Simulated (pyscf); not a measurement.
Thermochemistry of product channels of `[F][CH][F]` [doublet] + `[CH2]=[CH2]` on the doublet surface, in eV, from ωB97M-D3(BJ)/def2-TZVP energies (ideal gas, 1 atm, RRHO with modes under 100 cm⁻¹ raised to 100, one conformer, R ln 2 for rigid chiral ones). Structures and frequencies: ωB97X-D3(BJ)/def2-SVP in PySCF.

| products | ΔE | ΔH(298 K) | ΔG(298 K) | ΔG(600 K) |
|---|---|---|---|---|
| `[CH2]=[CH][F]` + `[CH2][F]` [doublet] | (withheld) | +0.18 | +0.14 | +0.10 |
| `[CH2][CH2][CH]([F])[F]` [doublet] | -1.37 | -1.29 | -0.82 | -0.34 |

Problem. Some entries are withheld; supply them.

Solution. 
- `[CH2]=[CH][F]` + `[CH2][F]` [doublet], ΔE: +0.21

The channel to •H₂C–CH₂–CH(F)–F turns unfavourable between 298 and 1200 K (ΔG from -0.82 eV to +0.54 eV).

These are energies of the channels, which say nothing of barriers.
